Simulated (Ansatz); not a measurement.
## Ansatz (development build ahead of 0.2.0) run

```yaml
crystal:
  periodic: [false, false, false]
  atoms:
    - { symbol: C, position_ang: [-0.48973, -1.1434, -0.07929] }
    - { symbol: C, position_ang: [0.08785, 0.20254, 0.01664] }
    - { symbol: C, position_ang: [0.55673, 1.29524, 0.09444] }
    - { symbol: H, position_ang: [-0.95816, -1.29074, -1.05242] }
    - { symbol: H, position_ang: [0.28284, -1.90175, 0.04791] }
    - { symbol: H, position_ang: [-1.24611, -1.29144, 0.69149] }
    - { symbol: H, position_ang: [0.97587, 2.2717, 0.16407] }
basis:
  gaussian: { orbitals: def2-TZVP }
magnetization:
  spin_polarized: true
  initial_magnetization: 2
hamiltonian:
  xc: hf
output:
  forces: true
```

The input is written out in the form of the current development build from the run's settings.

Output:

| Quantity | Value |
| --- | --- |
| Converged | yes |
| Total energy | -115.72379 hartree |
| Spin squared of the determinant | 2.022 |
| Stability test | minimum |

Forces (eV/Å):
```csv
atom,Fx,Fy,Fz
C1,0.238,0.541,0.055
C2,-5.015,-12.033,-0.479
C3,5.179,12.171,0.756
H4,-0.139,-0.291,-0.059
H5,-0.144,0.104,-0.066
H6,0.101,0.019,-0.168
H7,-0.221,-0.510,-0.040
```

Caution: another spin multiplicity may lie lower; the determinant breaks the point group.
